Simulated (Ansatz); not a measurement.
# MgPH+ (doublet): wave-function methods side by side, def2-QZVPP

One table from this session's results is given with a row withheld; the runs are named, their logs left out.

Computed with Ansatz 0.2.0, Gaussian basis. Level: def2-QZVPP, core rule «outside noble gas», up to 10 orbitals frozen.

The runs, in order: UHF; ROHF; CCSD(T) on UHF.

2 further runs of the same task are left out: 2 set aside as unsound or not needed.

### What is computed

The geometry is a PBE0/def2-TZVP stationary point (not a proven minimum) of the parent state, kept for this charge and spin.

3 atoms, charge 1, spin multiplicity 2.

Atoms are counted from 1 here; the program's logs count them from 0.

Bond lengths: P1–Mg2 2.462 Å, Mg2–H3 1.704 Å. Angles: P1–Mg2–H3 180.0°.

The first run:

Contents of in.yaml:

```yaml
crystal:
  periodic: [false, false, false]
  atoms:
    - {symbol: P, position_ang: [0.000000, 0.000000, 2.209624]}
    - {symbol: Mg, position_ang: [0.000000, 0.000000, -0.252681]}
    - {symbol: H, position_ang: [0.000000, 0.000000, -1.956943]}
basis:
  gaussian: {orbitals: "def2-QZVPP.json"}
total_charge: 1
magnetization: {spin_polarized: true, initial_magnetization: 1}
hamiltonian: {xc: hf}
output: {orbitals: {seedname: orbitals}}
```

Run with:

```sh
$ ansatz run in.yaml --threads 1 --pin off --events-out ev --progress --plain --max-ram 2393MiB
```

Steps of the session up to this table: UHF; ROHF; CCSD(T) on UHF.

One of the session's tables, all rows but one given; the rest of the session is left out.

| method | from UCCSD(T) (kJ/mol) |
| --- | --- |
| ROHF | +484.9 |
| UHF | +400.2 |
| UMP2 | ? |
| UCCSD | +19.1 |
| UCCSD(T) | 0 |

Estimate the missing values for UMP2.

As computed: from UCCSD(T) (kJ/mol): +111.1. In the column «from UCCSD(T) (kJ/mol)» it lies between UCCSD (+19.1) and UHF (+400.2).

The program flags UCCSD(T) as in doubt (see the logs), so the zero of the table is itself unsure.

Limits of these values: The determinant is far from a pure spin state, so its energy mixes those of several spin states (harmless only where they are near-degenerate, as at dissociation). The program flags UCCSD(T) as in doubt, so the zero of the table is itself unsure.
